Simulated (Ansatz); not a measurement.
# Iridium, fcc under RPBE: structure, energy and stiffness

The plan for iridium in the fcc structure: relax it, solve it on a dense k-mesh, switch on spin-orbit coupling, then scale the cell to 7 volumes from 88 to 112 % of the relaxed one and try a fit of the equation of state. The start is ferromagnetic. The k-meshes are 14×14×14 for the relaxation; 23×23×23 for the dense run; 14×14×14 for spin-orbit coupling; 23×23×23 for the volumes. It starts from a deposited cell (COD).

Method: DFT RPBE, plane waves (420 eV) with PAW, scalar-relativistic; PAW files made under PBE, frozen cores solved again for the functional, in Ansatz 0.2.0.

### 1 The starting structure

It takes space group Fm-3m (No. 225, cubic). The conventional cell has a = 3.839 Å, b = 3.839 Å, c = 3.839 Å, α = 90.00°, β = 90.00°, γ = 90.00°. Ir (site symmetry m-3m) has 12 Ir at 2.71 Å as nearest neighbours.

As a file:

```
Ir
1.0
     0.00000    1.91970    1.91970
     1.91970    0.00000    1.91970
     1.91970    1.91970    0.00000
Ir
1
Direct
  0.00000 0.00000 0.00000
```

The atoms start with moments of +1 μB.

### 2 Relaxing cell and atoms

input.yaml reads:

```yaml
crystal:
  lattice:
    - [0.0, 1.9197, 1.9197]
    - [1.9197, 0.0, 1.9197]
    - [1.9197, 1.9197, 0.0]
  atoms:
    - { symbol: Ir, position: [0.0, 0.0, 0.0], spin: 1.0 }
hamiltonian:
  xc: rpbe
  pseudopotentials:
    kind: paw
    azcp:
      Ir: "pseudopotentials/Ir.paw.azcp"
basis:
  ecutwfc: 420
  fft_grid_basis: typed
kpoints:
  mp_grid: { grid: [14, 14, 14], shift: [0, 0, 0] }
magnetization:
  spin_polarized: true
scf:
  occupations: { method: fermi_dirac, width: 0.05 }
relax:
  max_steps: 60
  f_tol: 0.01
  cell: {}
```

The runs that follow: Dense single point; Spin-orbit coupling switched on; Volume × 0.88; Volume × 0.92; Volume × 0.96; Volume × 1.0; Volume × 1.04; Volume × 1.08; Volume × 1.12.

Before running it: what results should come out? Wanted: space group; conventional cell; volume; shortest distance; gap on the mesh; magnetic state; V₀, B₀, B₀′.

**Answer**, as computed:

| quantity | value |
| --- | --- |
| space group (spins left aside) | Fm-3m (No. 225) |
| conventional cell | a = 3.887 Å |
| volume | 14.685 Å³/atom |
| shortest distance | 2.749 Å |
| against the deposited volume | +3.8 % (14.149 Å³/atom) |
| gap on the mesh | none (levels filled in part) |
| magnetic state | non-magnetic |
| V₀, B₀, B₀′ | 14.670 Å³/atom, 332 GPa, 5.1 |

In words: Against experiment, RPBE misses the volume by +3.8 %. This functional tends to bind solids too weakly. The deposited cell holds zero-point motion and, unless taken cold, thermal expansion, so the miss against a static lattice is larger still. The moments die out: the run ends non-magnetic. Levels at the Fermi energy are filled in part, as in a metal. Totals with and without spin-orbit coupling (-31.8 eV/atom apart) can't be read as binding, since the two-component data shift the zero of energy. B₀ comes out at 332 GPa, among the stiffest elements.
